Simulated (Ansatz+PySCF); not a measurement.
Results of a calculation; reference values are marked as such.
## Ansatz (development build ahead of 0.2.0) run

```yaml
crystal:
  periodic: [false, false, false]
  atoms:
    - { symbol: C, position_ang: [-0.00987, -0.0013, -0.03899] }
    - { symbol: "N", position_ang: [-0.00753, -0.00565, 1.16606] }
    - { symbol: H, position_ang: [-0.00874, 0.00422, -1.13384] }
basis:
  gaussian: { orbitals: cc-pVTZ }
total_charge: 1
magnetization:
  initial_magnetization: 1
hamiltonian:
  xc: hf
correlation:
  method: mp2
  frozen_orbitals: { C: 1, H: 0, "N": 1 }
output:
  forces: true
```

The input is written out in the form of the current development build from the run's settings. Correlation on restricted open-shell orbitals is semicanonical, with singles.

The run gave:

```yaml
Converged: yes
Reference_energy: -92.46570 hartree
Correlation_energy: -0.28065 hartree
Total_energy: -92.74635 hartree
Spin_squared_of_the_determinant: 0.750
Stability_test: minimum among restricted orbitals
Occupied_orbitals_by_symmetry_in_an_Abelian_subgroup_alpha;_beta: 6 A' 1 A''; 6 A'
```

Forces (eV/Å):
```csv
atom,Fx,Fy,Fz
C1,0.007,0.011,-1.688
N2,-0.002,-0.007,1.471
H3,-0.005,-0.003,0.217
```

Caution: forces differ strongly between restricted and unrestricted references; MP2 on this radical cation hangs on the determinant chosen.
